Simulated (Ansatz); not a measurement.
**One element changed: vertical ionisation energies of H2Si–BH2, H2Ge–BH2**

Ansatz 0.2.0, basis cc-pVDZ; geometries are PBE0/def2-TZVP minima. Wave-function levels freeze the cores with the filled d shells of p-block atoms; HF, MP2 and coupled cluster are restricted for singlets and unrestricted otherwise, restricted open-shell where a d shell is frozen. The reference is CCSDT(Q) (coupled cluster only where its series has nearly closed). An error is the level's value less the reference. None of these values is a measured one. Energies are electronic, without zero-point terms. No spin–orbit coupling and no scalar relativity. The set is small: such energies can lie up to about 0.3 eV from the limit, spin gaps mostly less, so near ties and functionals' places can change in larger sets. The species are chosen: bound, without strong static correlation by their natural occupations or amplitudes, in their lowest spin state as far as vertical gaps and like structures tell, with only the lowest ion state computed, and with a ladder that closes on the reference, so errors are smaller than for species at large; levels whose determinant breaks symmetry or spin markedly are left out.

| species | bonds (Å) | quantity | symmetry of the states | reference | value (eV) | error CCSD | error CCSD(T) | error CCSDT |
| --- | --- | --- | --- | --- | --- | --- | --- | --- |
| H2Si–BH2, doublet | B–Si 1.922, Si–H 1.484, B–H 1.194, angles at B 120/121°, angles at Si 110/125° | vertical ionisation to the singlet | B1 / A1 | CCSDT(Q) | 8.336 | -0.055 | -0.010 | -0.002 |
| H2Ge–BH2, doublet | B–Ge 1.974, Ge–H 1.536, B–H 1.193, angles at B 119/122°, angles at Ge 110/125° | vertical ionisation to the singlet | B1 / A1 | CCSDT(Q) | 8.151 | -0.055 | -0.009 | -0.002 |

The reference falls from Si to Ge, by 0.185 eV in all.
